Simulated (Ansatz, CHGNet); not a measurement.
For anatase TiO2 (metastable phase), the machine-learned potential CHGNet 0.3.0 (trained on PBE and PBE+U data) gives:

```
Quantity                           Value
------------------------------  --------
equilibrium lattice constant a   3.815 Å
c axis length                    9.662 Å
elastic constant C11             271 GPa
elastic constant C44            28.2 GPa
Voigt–Reuss–Hill shear modulus  37.2 GPa
```

**Question.** What does r²SCAN (Ansatz, a quantum-chemistry and plane-wave program, plane waves, PAW) give for the same quantities?

**Answer.** 
- lattice constant a: 3.778 Å (shrinks by 1.0 %)
- lattice parameter c: 9.583 Å (drops by 0.8 %)
- elastic constant C11: 364 GPa (goes up by 34 %)
- elastic constant C44: 50.6 GPa (rises by 79 %)
- Voigt–Reuss–Hill shear modulus: 61.9 GPa (rises by 66 %)

For comparison: lattice constant a 3.784 Å (measured, room temperature, not corrected to a static lattice; as tabulated in Horn, Schwerdtfeger, Meagher, Refinement of the structure of anatase at several …); lattice parameter c 9.514 Å (measured, room temperature, not corrected to a static lattice; as tabulated in Horn, Schwerdtfeger, Meagher, Refinement of the structure of anatase at several …).

Changes are worked out from the printed values.

Unless a cell is named, each level is at its own relaxed cell (CHGNet 0.3.0 11.72, r²SCAN 11.40 Å³/atom).

Ansatz's density-functional and Hartree–Fock values are scalar-relativistic unless marked +SOC, with PAW data made under PBE.
